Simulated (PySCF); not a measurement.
CH₂CHF, optimised at HF/6-31G*:

```xyz
6

C     -0.6979    -0.0529    -0.0308
C      0.5982     0.1232     0.0150
F      1.4528    -0.8921     0.0893
H     -1.1310    -1.0350    -0.0101
H     -1.3493     0.7971    -0.0904
H      1.1009     1.0697    -0.0015
```

Energies from PySCF (xtb for GFN2), thermal terms from the rigid-rotor harmonic-oscillator model, ideal gas at 1 bar. 6-31G* has spherical d functions here. All species are closed-shell singlets. B3LYP is the form with VWN-RPA correlation.

Task: List the harmonic frequencies (cm⁻¹, unscaled) at this level and at the other levels, each on its own geometry.

Result: 
- HF/6-31G*: 524, 801, 1026, 1033, 1095, 1286, 1456, 1561, 1894, 3361, 3426, 3454
- B3LYP/6-31G*: 484, 734, 874, 952, 978, 1191, 1347, 1441, 1741, 3193, 3218, 3286
- GFN2-xTB: 452, 665, 853, 928, 990, 1123, 1258, 1362, 1711, 3077, 3131, 3174
- PBE/def2-SVP: 470, 710, 826, 912, 932, 1160, 1279, 1345, 1681, 3099, 3115, 3214
- PBE0/def2-TZVP: 488, 737, 892, 948, 973, 1190, 1335, 1410, 1732, 3185, 3213, 3286
